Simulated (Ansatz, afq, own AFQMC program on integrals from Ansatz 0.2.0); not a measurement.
# NH₃S (triplet): AFQMC on the coupled-cluster ladder at distance N1–H4 along a hydrogen transfer = 1.352 Å, cc-pVTZ

How near does AFQMC come to the top of the ladder for NH₃S (triplet)?

Program: Ansatz 0.2.0, Gaussian basis, and an in-house AFQMC program (afq) on its integrals; all values are calculated. Level of theory: cc-pVTZ, frozen cores. These are calculated values, not measurements.

Plan: PBE (unrestricted); CCSD(T) on UHF; r2SCAN (unrestricted); PBE0 (unrestricted); B3LYP (unrestricted); wB97M-V (unrestricted); B2PLYP (unrestricted); Phaseless AFQMC, CISD trial on UHF; Phaseless AFQMC, single-determinant trial on UHF.

### 1 What is computed

The geometry derives from fragments relaxed apart (PBE0/def2-TZVP) and kept rigid, so it is no stationary point. A hydrogen atom is moved between rigid fragments.

5 atoms, charge 0, spin multiplicity 3.

Atoms are counted from 1 here; the program's logs count them from 0.

Bond lengths: N1–H2 1.012 Å, N1–H3 1.012 Å, H4–S5 1.380 Å. Angles: H2–N1–H3 107.1°.

Geometry (Å):

```xyz
5
charge 0, multiplicity 3
N    -1.7999   -0.0116   -0.0181
H    -2.0971    0.9562   -0.0181
H    -2.0971   -0.4139    0.8622
H    -0.4479   -0.0116   -0.0181
S     0.9321   -0.0116   -0.0181
```

### 2 PBE (unrestricted)

Input file in.yaml:

```yaml
crystal:
  periodic: [false, false, false]
  atoms:
    - {symbol: N, position_ang: [-1.799859, -0.011611, -0.018072]}
    - {symbol: H, position_ang: [-2.097139, 0.956222, -0.018071]}
    - {symbol: H, position_ang: [-2.097139, -0.413910, 0.862188]}
    - {symbol: H, position_ang: [-0.447859, -0.011611, -0.018072]}
    - {symbol: S, position_ang: [0.932141, -0.011610, -0.018072]}
basis:
  gaussian: {orbitals: cc-pVTZ}
magnetization: {spin_polarized: true, initial_magnetization: 2}
hamiltonian: {xc: {name: PBE}}
output: {orbitals: {seedname: orbitals}}
```

On the command line:

```console
> ansatz run in.yaml --threads 1 --pin off --events-out ev --progress --plain --max-ram 5632MiB --backend cpu
```

What it wrote:

```text
Functional definition: PBE
  name "PBE"
  cite "Perdew, Burke & Ernzerhof, Phys. Rev. Lett. 77, 3865 (1996) doi:10.1103/PhysRevLett.77.3865"
  parent pbe
  parameter kappa = 0.804
  parameter beta = 0.06672455060314922
  exchange = pbe_x(kappa = kappa, mu = beta*pi^2/3)
  correlation = pbe_c(beta = beta)
623 factors; their error is unknown
mean field evaluation 1: about -12351.0991 eV, gradient 5.5e1 eV
mean field evaluation 2: about -12232.9961 eV, gradient 1.2e2 eV
mean field evaluation 4: about -12348.3842 eV, gradient 4.6e1 eV
mean field evaluation 8: about -12365.3628 eV, gradient 3.0e0 eV
mean field evaluation 16: about -12365.4044 eV, gradient 7.6e-4 eV
mean field evaluation 32: about -12364.7982 eV, gradient 7.3e0 eV
mean field evaluation 64: about -12365.4044 eV, gradient 3.0e-6 eV
mean field evaluation 96: about -12364.1048 eV, gradient 1.1e1 eV
mean field -12365.40442265 eV, -454.4202309603 hartree, gradient 1.3e-6 eV, S^2 2.006082; 8 other end points of the search recorded, 0 dependent functions left out
reference -12365.40444993 eV, -454.4202319627 hartree; 14, 12 occupied and 92, 94 virtual orbitals, 623 factors
Total energy: -12365.40444993 eV, -454.4202319627 hartree
```

Run time: 9 s. Hardware: 1 thread of AMD EPYC 7R13 (Zen 3), shared host; peak memory 2 GiB.

From the report: ⟨S²⟩ of the determinant 2.006 (pure triplet: 2.00).

### 3 CCSD(T) on UHF

Edit in.yaml of step 2 so:

```diff
@@ -11,3 +11,2 @@
 magnetization: {spin_polarized: true, initial_magnetization: 2}
-hamiltonian: {xc: {name: PBE}}
-output: {orbitals: {seedname: orbitals}}
+correlation: {method: ccsd_t, electrons: outside_noble_gas, hamiltonian_folder: ham}
```

On the command line:

```console
> ansatz run in.yaml --threads 1 --pin off --events-out ev --progress --plain --max-ram 16896MiB --backend cuda --devices 0, --max-vram 18GiB
```

What it wrote, shortened:

```text
Functional definition: HF
  name "HF"
  cite "Fock, Z. Phys. 61, 126 (1930) doi:10.1007/BF01340294"
  parent pbe
[...]
605 factors; integrals over basis functions are off by at most 1.3e-3 eV
[...]
mean field -12344.81557138 eV, -453.6636046318 hartree, gradient 1.3e-6 eV, S^2 2.036506; 12 other end points of the search recorded, 0 dependent functions left out
determinant -12344.81557138 eV, -453.6636046318 hartree, with singles and doubles -12355.67277222 eV, -454.0625994034 hartree
determinant -12344.77936174 eV, -453.6622739520 hartree, with singles and doubles -12355.63254111 eV, -454.0611209374 hartree
determinant -12342.87717995 eV, -453.5923700605 hartree, with singles and doubles -12354.04482716 eV, -454.0027735257 hartree
determinant -12342.75403236 eV, -453.5878444702 hartree, with singles and doubles -12353.70425104 eV, -453.9902575843 hartree
determinant -12342.16553790 eV, -453.5662176976 hartree, with singles and doubles -12352.91328808 eV, -453.9611902317 hartree
determinant -12344.81557138 eV, -453.6636046318 hartree, with singles and doubles -12355.59562220 eV, -454.0597641924 hartree
determinant -12344.77936174 eV, -453.6622739520 hartree, with singles and doubles -12355.55405052 eV, -454.0582364612 hartree
6 core orbitals not correlated: weight in the atoms' cores, before any rotation towards them, 1.000 or more for the frozen orbitals, at most 0.000 for the correlated occupied ones
reference -12344.81557138 eV, -453.6636046318 hartree; 8, 6 occupied and 92, 94 virtual orbitals, 605 factors
second order -9.71962643 eV of doubles, -0.00000000 eV of singles
cycle   1  -10.78005022 eV  change    6.0e-7 eV  update   3.0e-6
perturbative correction -0.40897503 eV, -0.0150295550 hartree
Total energy: -12356.00459663 eV, -454.0747937254 hartree
```

Run time: 24 s. Hardware: 1 × NVIDIA H100 80GB HBM3 with 1 thread of AMD EPYC 7R13 (Zen 3), shared host; peak host memory 2 GiB.

From the report: ⟨S²⟩ of the determinant 2.037 (pure triplet: 2.00); correlation -11.1890 eV; T1 0.024; largest double amplitude 0.04.

This run also writes the integrals to the folder ham.

### 4 r2SCAN (unrestricted)

Edit in.yaml of step 3 so:

```diff
@@ -11,2 +11,2 @@
 magnetization: {spin_polarized: true, initial_magnetization: 2}
-correlation: {method: ccsd_t, electrons: outside_noble_gas, hamiltonian_folder: ham}
+hamiltonian: {xc: {name: r2SCAN}}
```

On the command line:

```console
> ansatz run in.yaml --threads 1 --pin off --events-out ev --progress --plain --max-ram 5632MiB --backend cpu
```

What it wrote, shortened:

```text
Functional definition: r2SCAN
  name "r2SCAN"
  cite "Furness, Kaplan, Ning, Perdew & Sun, J. Phys. Chem. Lett. 11, 8208 (2020) doi:10.1021/acs.jpclett.0c02405"
  cite "Furness, Kaplan, Ning, Perdew & Sun, J. Phys. Chem. Lett. 11, 9248 (2020) doi:10.1021/acs.jpclett.0c03077"
  parent r2scan
[...]
623 factors; their error is unknown
[...]
mean field -12370.39684860 eV, -454.6036992300 hartree, gradient 1.9e-6 eV, S^2 2.012268; 5 other end points of the search recorded, 0 dependent functions left out
reference -12370.39685781 eV, -454.6036995684 hartree; 14, 12 occupied and 92, 94 virtual orbitals, 623 factors
Total energy: -12370.39685781 eV, -454.6036995684 hartree
```

Run time: 18 s. Hardware: 1 thread of AMD EPYC 7R13 (Zen 3), shared host; peak memory 2 GiB.

From the report: ⟨S²⟩ of the determinant 2.012 (pure triplet: 2.00).

### 5 PBE0 (unrestricted)

Edit in.yaml of step 4 so:

```diff
@@ -11,2 +11,3 @@
 magnetization: {spin_polarized: true, initial_magnetization: 2}
-hamiltonian: {xc: {name: r2SCAN}}
+hamiltonian: {xc: {name: PBE0}}
+output: {orbitals: {seedname: orbitals}}
```

Same command.

What it wrote:

```text
Functional definition: PBE0
  name "PBE0"
  cite "Adamo & Barone, J. Chem. Phys. 110, 6158 (1999) doi:10.1063/1.478522"
  cite "Perdew, Burke & Ernzerhof, Phys. Rev. Lett. 77, 3865 (1996) doi:10.1103/PhysRevLett.77.3865"
  parent pbe
  parameter a = 0.25
  parameter kappa = 0.804
  parameter beta = 0.06672455060314922
  exchange = (1 - a)*pbe_x(kappa = kappa, mu = beta*pi^2/3) + a*exact_x
  correlation = pbe_c(beta = beta)
642 factors; their error is unknown
mean field evaluation 1: about -12355.6035 eV, gradient 4.6e1 eV
mean field evaluation 2: about -12302.6241 eV, gradient 9.6e1 eV
mean field evaluation 4: about -12363.8375 eV, gradient 1.9e1 eV
mean field evaluation 8: about -12366.2455 eV, gradient 7.7e-1 eV
mean field evaluation 16: about -12366.2740 eV, gradient 1.4e-3 eV
mean field evaluation 32: about -12366.3153 eV, gradient 7.7e-2 eV
mean field -12366.31543198 eV, -454.4537099357 hartree, gradient 6.5e-6 eV, S^2 2.011468; 4 other end points of the search recorded, 0 dependent functions left out
reference -12366.31545321 eV, -454.4537107159 hartree; 14, 12 occupied and 92, 94 virtual orbitals, 642 factors
Total energy: -12366.31545321 eV, -454.4537107159 hartree
```

Run time: 8.5 s. Hardware: 1 thread of AMD EPYC 7R13 (Zen 3), shared host; peak memory 2 GiB.

From the report: ⟨S²⟩ of the determinant 2.011 (pure triplet: 2.00).

### 6 B3LYP (unrestricted)

Edit in.yaml of step 5 so:

```diff
@@ -11,3 +11,2 @@
 magnetization: {spin_polarized: true, initial_magnetization: 2}
-hamiltonian: {xc: {name: PBE0}}
-output: {orbitals: {seedname: orbitals}}
+hamiltonian: {xc: {name: B3LYP}}
```

Same command.

What it wrote, shortened:

```text
Functional definition: B3LYP
  name "B3LYP"
  cite "Stephens, Devlin, Chabalowski & Frisch, J. Phys. Chem. 98, 11623 (1994) doi:10.1021/j100096a001"
  cite "Becke, Phys. Rev. A 38, 3098 (1988) doi:10.1103/PhysRevA.38.3098"
  cite "Lee, Yang & Parr, Phys. Rev. B 37, 785 (1988) doi:10.1103/PhysRevB.37.785"
  cite "Vosko, Wilk & Nusair, Can. J. Phys. 58, 1200 (1980) doi:10.1139/p80-159"
[...]
639 factors; their error is unknown
[...]
mean field -12372.57162578 eV, -454.6836208173 hartree, gradient 2.3e-6 eV, S^2 2.009123; 5 other end points of the search recorded, 0 dependent functions left out
reference -12372.57181346 eV, -454.6836277143 hartree; 14, 12 occupied and 92, 94 virtual orbitals, 639 factors
Total energy: -12372.57181346 eV, -454.6836277143 hartree
```

It took 9 s on 1 thread of AMD EPYC 7R13 (Zen 3), shared host; peak memory 2 GiB.

From the report: ⟨S²⟩ of the determinant 2.009 (pure triplet: 2.00).

### 7 wB97M-V (unrestricted)

Edit in.yaml of step 6 so:

```diff
@@ -11,2 +11,3 @@
 magnetization: {spin_polarized: true, initial_magnetization: 2}
-hamiltonian: {xc: {name: B3LYP}}
+hamiltonian: {xc: {name: wB97M-V}}
+output: {orbitals: {seedname: orbitals}}
```

The command is unchanged.

What it wrote, shortened:

```text
Functional definition: wB97M-V
  name "wB97M-V"
  cite "Mardirossian & Head-Gordon, J. Chem. Phys. 144, 214110 (2016) doi:10.1063/1.4952647"
  cite "Becke, J. Chem. Phys. 107, 8554 (1997) doi:10.1063/1.475007"
  cite "Vydrov & Van Voorhis, J. Chem. Phys. 133, 244103 (2010) doi:10.1063/1.3521275"
  # Of w^i u^j: cxij and so on, Table III.
[...]
  gx(w, u) = 1 - cx + cx01*u + cx10*w
  gss(w, u) = css00 + css04*u^4 + css10*w + css20*w^2 + css43*w^4*u^3
  gos(w, u) = cos00 + cos10*w + (cos20 + cos21*u)*w^2 + (cos60 + cos61*u)*w^6
[...]
      + integral(e_c_pw_mod_opposite_spin*gos(b97_w_opposite, b97_u_opposite)) + vv10(b, c)
630 factors; their error is unknown
134 factors; integrals over basis functions are off by at most 2.7e-5 eV
[...]
mean field -12370.27776982 eV, -454.5993231653 hartree, gradient 6.7e-6 eV, S^2 2.009660; 2 other end points of the search recorded, 0 dependent functions left out
reference -12370.27780229 eV, -454.5993243587 hartree; 14, 12 occupied and 92, 94 virtual orbitals, 630 factors
Total energy: -12370.27780229 eV, -454.5993243587 hartree
```

Run time: 30 s. Hardware: 1 thread of AMD EPYC 7R13 (Zen 3), shared host; peak memory 2 GiB.

From the report: ⟨S²⟩ of the determinant 2.010 (pure triplet: 2.00).

### 8 B2PLYP (unrestricted)

Edit in.yaml of step 7 so:

```diff
@@ -11,3 +11,3 @@
 magnetization: {spin_polarized: true, initial_magnetization: 2}
-hamiltonian: {xc: {name: wB97M-V}}
-output: {orbitals: {seedname: orbitals}}
+hamiltonian: {xc: {name: B2PLYP}}
+correlation: {electrons: outside_noble_gas}
```

Same command.

What it wrote, shortened:

```text
Functional definition: B2PLYP
  name "B2PLYP"
  cite "Grimme, J. Chem. Phys. 124, 034108 (2006) doi:10.1063/1.2148954"
  cite "Becke, Phys. Rev. A 38, 3098 (1988) doi:10.1103/PhysRevA.38.3098"
  cite "Lee, Yang & Parr, Phys. Rev. B 37, 785 (1988) doi:10.1103/PhysRevB.37.785"
[...]
605 factors; integrals over basis functions are off by at most 1.3e-3 eV
[...]
mean field -12363.90894429 eV, -454.3652731442 hartree, gradient 1.5e-6 eV, S^2 2.018969; 5 other end points of the search recorded, 0 dependent functions left out
6 core orbitals not correlated: weight in the atoms' cores, before any rotation towards them, 1.000 or more for the frozen orbitals, at most 0.000 for the correlated occupied ones
reference -12363.90906569 eV, -454.3652776055 hartree; 8, 6 occupied and 92, 94 virtual orbitals, 605 factors
second order -12.01563700 eV of doubles, -0.00000000 eV of singles
Total energy: -12367.15328768 eV, -454.4845005646 hartree
```

It took 14 s on 1 thread of AMD EPYC 7R13 (Zen 3), shared host; peak memory 2 GiB.

From the report: ⟨S²⟩ of the determinant 2.019 (pure triplet: 2.00).

### 9 Phaseless AFQMC, CISD trial on UHF

It reads the integrals that the CCSD(T) run on this determinant wrote.

On the command line:

```console
> afq ham --method phaseless --trial cisd --walkers 900 --populations 20 --least-time 60 --time-step 0.005 --steps-per-block 50 --equilibration-blocks 28 --max-blocks 4000 --target-error 0.00022 --factor-cut 1e-05 --start spin_pure --seed 9675 --release-times 0.24,0.51,0.99,1.62,2.4 --release-step 0.03 --release-every 3 --taylor-order 6
```

What it wrote:

```text
orbitals 100  electrons 8 6  factors 599 of 605
reference energy -453.66360463 Eh
CCSD correlation -0.39615941 Eh in 15 cycles, weight of the determinant in the CISD state 0.8513
energy of the start -454.057852 Eh
 block  time / (1/Eh)  mean weight  energy / Eh
     1     0.250  0.9995  -454.053661
     2     0.500  0.9990  -454.059015
     3     0.750  1.0000  -454.064531
     4     1.000  1.0013  -454.068911
     5     1.250  0.9997  -454.069131
     6     1.500  0.9997  -454.072919
     7     1.750  0.9987  -454.074714
     8     2.000  0.9998  -454.073481
     9     2.250  1.0011  -454.073226
    10     2.500  1.0004  -454.074527
    13     3.250  1.0003  -454.078290
    17     4.250  1.0000  -454.073106
    21     5.250  0.9990  -454.076625
    25     6.250  0.9992  -454.077858
    29     7.250  1.0000  -454.075526
    33     8.250  1.0006  -454.076508
    37     9.250  1.0003  -454.079313
    41    10.250  0.9998  -454.074385
    45    11.250  1.0011  -454.075319
    49    12.250  1.0007  -454.078427
    53    13.250  1.0001  -454.079646
    57    14.250  0.9997  -454.074973
    61    15.250  1.0008  -454.074927
    65    16.250  0.9996  -454.076693
    69    17.250  1.0002  -454.073133
    73    18.250  1.0004  -454.075719
    77    19.250  1.0004  -454.078285
    81    20.250  0.9994  -454.077066
    85    21.250  1.0003  -454.074994
    89    22.250  1.0007  -454.074450
    93    23.250  0.9985  -454.076071
    97    24.250  0.9994  -454.073544
   101    25.250  1.0002  -454.076639
   105    26.250  1.0002  -454.074634
   109    27.250  0.9984  -454.073740
   113    28.250  1.0003  -454.074833
   117    29.250  0.9987  -454.073640
   121    30.250  1.0003  -454.075422
   125    31.250  0.9998  -454.075131
   129    32.250  1.0006  -454.076760
   133    33.250  0.9997  -454.076684
   137    34.250  1.0008  -454.075597
   141    35.250  0.9991  -454.065533
   145    36.250  0.9997  -454.078324
   149    37.250  0.9995  -454.075355
   153    38.250  1.0002  -454.075838
   157    39.250  1.0004  -454.075925
   161    40.250  0.9995  -454.076224
   165    41.250  0.9986  -454.074440
   169    42.250  0.9999  -454.072944
error from the spread of 20 populations
released: time / (1/Eh)  energy / Eh  error  mean overlap
  0.24  -454.076298  0.000218  0.9995
  0.51  -454.076620  0.000243  0.9962
  0.99  -454.076676  0.000240  0.9894
  1.62  -454.077107  0.000373  0.9746
  2.40  -454.076534  0.000481  0.9710
energy -454.075860 +/- 0.000264 Eh
```

It took 4 min on 1 × NVIDIA H100 80GB HBM3 with 2 threads of AMD EPYC 7R13 (Zen 3), shared host; peak host memory 2 GiB.

Energy -12356.0336 ± 0.0072 eV. Caveats: constraint bias not in the error.

### 10 Phaseless AFQMC, single-determinant trial on UHF

It reads the integrals that the CCSD(T) run on this determinant wrote.

On the command line:

```console
> afq ham --method phaseless --trial hf --walkers 900 --populations 10 --least-time 40 --time-step 0.005 --steps-per-block 20 --equilibration-blocks 112 --max-blocks 4000 --target-error 0.0011 --factor-cut 1e-05 --start spin_pure --seed 5955 --taylor-order 6
```

What it wrote:

```text
orbitals 100  electrons 8 6  factors 599 of 605
reference energy -453.66360463 Eh
CCSD correlation -0.39615941 Eh in 15 cycles, weight of the determinant in the CISD state 0.8513
energy of the start -453.664450 Eh
 block  time / (1/Eh)  mean weight  energy / Eh
     1     0.100  1.0021  -453.780944
     2     0.200  1.0031  -453.850201
     3     0.300  1.0024  -453.899176
     4     0.400  1.0026  -453.934880
     5     0.500  1.0010  -453.964268
     6     0.600  1.0016  -453.984760
     7     0.700  1.0008  -453.996985
     8     0.800  1.0004  -454.007082
     9     0.900  1.0007  -454.015136
    10     1.000  1.0008  -454.034906
    19     1.900  1.0001  -454.065309
    28     2.800  1.0000  -454.074481
    37     3.700  1.0002  -454.079912
    46     4.600  0.9991  -454.060822
    55     5.500  1.0004  -454.075475
    64     6.400  0.9997  -454.083062
    73     7.300  0.9993  -454.062129
    82     8.200  0.9997  -454.076721
    91     9.100  0.9995  -454.073770
   100    10.000  0.9998  -454.077037
   109    10.900  1.0005  -454.074089
   118    11.800  1.0016  -454.078643
   127    12.700  1.0002  -454.074714
   136    13.600  0.9991  -454.082877
   145    14.500  1.0010  -454.070700
   154    15.400  1.0001  -454.085385
   163    16.300  1.0008  -454.065832
   172    17.200  1.0002  -454.078127
   181    18.100  0.9992  -454.067751
   190    19.000  0.9990  -454.070343
   199    19.900  0.9991  -454.082131
   208    20.800  0.9994  -454.085201
   217    21.700  1.0002  -454.068193
   226    22.600  0.9999  -454.092588
   235    23.500  0.9989  -454.067695
   244    24.400  1.0004  -454.074878
   253    25.300  1.0009  -454.078994
   262    26.200  0.9998  -454.076074
   271    27.100  0.9995  -454.087004
   280    28.000  0.9999  -454.061193
   289    28.900  1.0003  -454.086162
   298    29.800  0.9995  -454.071546
   307    30.700  0.9991  -454.052608
   316    31.600  0.9999  -454.066648
   325    32.500  0.9989  -454.079830
   334    33.400  1.0005  -454.088470
   343    34.300  0.9995  -454.074140
   352    35.200  0.9989  -454.066707
   361    36.100  0.9995  -454.068474
   370    37.000  1.0000  -454.069287
error from the spread of 10 populations
energy -454.074934 +/- 0.001099 Eh
```

Wall time 66 s (1 × NVIDIA H100 80GB HBM3 with 2 threads of AMD EPYC 7R13 (Zen 3), shared host); peak host memory 2 GiB.

Energy -12356.0084 ± 0.0299 eV. Caveats: constraint bias not in the error.

### 11 All levels side by side

On the UHF determinant, counted from CCSD(T) (a yardstick, not exact):

```
                                                             level  energy (eV)  from CCSD(T) (kJ/mol)  statistical error (kJ/mol)   time
                                                                HF  -12344.8156                +1079.6                                   
                                                               MP2  -12354.5352                 +141.8                                   
                                                              CCSD  -12355.5956                  +39.5                                   
                                                           CCSD(T)  -12356.0046                    0.0                                   
              Phaseless AFQMC, CISD trial, step 0.005, 900 walkers  -12356.0336                   -2.8                         0.7  4 min
Phaseless AFQMC, single-determinant trial, step 0.005, 900 walkers  -12356.0084                   -0.4                         2.9   66 s
```

The functionals' totals stand on their own zeros and serve differences with other points: PBE -12365.404 eV; r2SCAN -12370.397 eV; PBE0 -12366.315 eV; B3LYP -12372.572 eV; wB97M-V -12370.278 eV; B2PLYP -12367.153 eV.

### 12 Results

```
                                                     quantity              value
              Phaseless AFQMC, CISD trial on UHF from CCSD(T)  -2.8 ± 0.7 kJ/mol
Phaseless AFQMC, single-determinant trial on UHF from CCSD(T)  -0.4 ± 2.9 kJ/mol
```

**Reading.** On UHF the phaseless walk with the CISD trial lies -2.8 kJ/mol from CCSD(T), 4 times its error bar. Error bars are statistical and leave out the constraint, the time step and what remains of the start.
